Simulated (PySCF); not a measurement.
A species of formula C5H12O has this rotational fingerprint, computed with CAM-B3LYP/def2-SVPD in PySCF (dipole) on a GFN2-xTB geometry, gas phase:

| Item | Value |
| --- | --- |
| Rotational constants | A = 15636, B = 1148, C = 1109 MHz |
| Dipole components | \|μa\| = 1.52 D, \|μb\| = 0.32 D, \|μc\| = 1.07 D |
| Inertial defect | -16.76 u·Å² |
| κ | -0.99 |

**Question.** Which candidate fits, each taken in the one conformer that was computed?
A. `[CH3:1][CH2:2][O:3][CH:4]([CH3:5])[CH3:6]` with C1–C2–O3–C4 -168°, C2–O3–C4–C5 -72°
B. `[CH3:1][CH2:2][CH2:3][CH2:4][CH2:5][OH:6]` with C1–C2–C3–C4 180°, C2–C3–C4–C5 180°, C3–C4–C5–O6 -179°, C4–C5–O6–H -56°
C. `[CH3:1][CH2:2][CH:3]([OH:4])[CH2:5][CH3:6]` with C1–C2–C3–O4 -60°, C2–C3–O4–H -62°, C2–C3–C5–C6 -176°
D. `[CH3:1][CH2:2][CH2:3][O:4][CH2:5][CH3:6]` with C1–C2–C3–O4 180°, C2–C3–O4–C5 180°, C3–O4–C5–C6 180°

**Answer.** B. It is CCCCCO, a near-prolate asymmetric top. The candidates at the same level (rigid rotor, commonest isotopes):

```json
{"SMILES": "CCCOCC", "A (MHz)": "15852", "B (MHz)": "1272", "C (MHz)": "1222", "μa (D)": "0.09", "μb (D)": "1.10", "μc (D)": "0.00", "Δ (u·Å²)": "-15.78", "point group": "Cs", "rotor": "near-prolate asymmetric top"}
{"SMILES": "CCC(O)CC", "A (MHz)": "7295", "B (MHz)": "1916", "C (MHz)": "1673", "μa (D)": "0.00", "μb (D)": "1.35", "μc (D)": "0.95", "Δ (u·Å²)": "-30.87", "point group": "Cs", "rotor": "near-prolate asymmetric top"}
{"SMILES": "CCOC(C)C", "A (MHz)": "6829", "B (MHz)": "1939", "C (MHz)": "1633", "μa (D)": "0.17", "μb (D)": "0.91", "μc (D)": "0.81", "Δ (u·Å²)": "-25.19", "point group": "C1", "rotor": "asymmetric top"}
{"SMILES": "CCCCCO", "A (MHz)": "15636", "B (MHz)": "1148", "C (MHz)": "1109", "μa (D)": "1.52", "μb (D)": "0.32", "μc (D)": "1.07", "Δ (u·Å²)": "-16.76", "point group": "–", "rotor": "near-prolate asymmetric top"}
```

`CCOC(C)C` has B 69 % too high; `CCCOCC` has B 11 % too high; `CCC(O)CC` has B 67 % too high. No structure here is proved a minimum.
